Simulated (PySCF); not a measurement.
# Continuum solvent and chemical shifts

Atoms are numbered as in `[CH3:1][O:2][C@@H:3]([CH3:4])[C:5]#[N:6]`. Each H is labelled by its parent atom.

GIAO PBE0/pcSseg-1 in PySCF on one PBE0-D3(BJ)/def2-SVP conformer, non-relativistic, equivalent nuclei averaged. Solvents enter as an IEF-PCM continuum (acetone with ε = 20.5, water with ε = 78.4) around the gas-phase geometry. Shifts are referred to TMS computed in the same medium.

In acetone, δ in ppm: C5 129.1, C3 68.0, C1 59.2, C4 22.0, H(C3) 4.01, H(C1) 3.54, H(C4) 1.55. Dipole moment 4.16 D.

Q: How does each δ change in the more polar medium?

A: 
```csv
atoms,environment,"Δδ, water"
C5,nitrile carbon,+0.4
C3,"sp3 CH bonded to O, α to a nitrile",+0.1
C1,methyl carbon bonded to O,+0.1
C4,methyl carbon,0.0
H(C3),"hydrogen on an sp3 CH bonded to O, α to a nitrile",+0.04
H(C1),hydrogen on a methyl carbon bonded to O,+0.01
H(C4),hydrogen on a methyl carbon,0.00
```

Changes are relative to acetone. The dipole moment becomes 4.21 D in water.

Q: Which nuclei move most (in ppm), and what does the model miss?

A: C5 (nitrile carbon, +0.4 ppm) in water. A continuum only polarises the solute; specific hydrogen bonds, the anisotropy of aromatic solvents and changes of geometry or conformer are outside it.
